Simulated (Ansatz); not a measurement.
# H₂I⁺, triplet: the ladder up to full CI

Geometry: that of the H2I⁺, singlet, kept fixed. The singlet lies 5.2 eV lower here.

```csv
atom,x (Å),y (Å),z (Å)
I,0.0000,-0.0179,0.0000
H,0.0000,1.1243,-1.1614
H,0.0000,1.1243,1.1614
```

Basis def2-SVP with its core potentials; Ansatz 0.2.0. Correlated methods freeze the noble-gas cores and the filled d shells of p-block atoms, which leaves 8 electrons in 27 orbitals. Prefix R: restricted or restricted open-shell reference. No spin–orbit coupling is included; scalar relativity enters through the core potentials alone.

Full CI is exact within this basis and frozen core; it isn't the basis-set limit.

- UHF ⟨S²⟩: 2.027
- T1 diagnostic (RCCSD): 0.0167
- largest doubles amplitude (RCCSD): 0.061

Q: From what is known of these methods and the diagnostics, rank them by the size of their error in total energy against full CI in def2-SVP, smallest first (an estimate: the text doesn't fix the numbers).
A. RCCSD(T)
B. RHF
C. RCCSD
D. RMP2
E. RCCSDT(Q)

A: E (0 meV), A (18 meV), C (92 meV), D (682 meV), B (3605 meV).

All errors are against full CI in def2-SVP. Below it: RCCSDT(Q). Within each family the higher level lies nearer, as is usual though not guaranteed.

The full-CI state has the irrep A2 of C2v, in the program's axes.

Natural occupations of full CI about the gap: 1.975 1.951 1.950 0.995 0.991 0.053 0.013 0.013 0.011 0.010; effectively unpaired electrons, Σ n²(2−n)², 2.03.
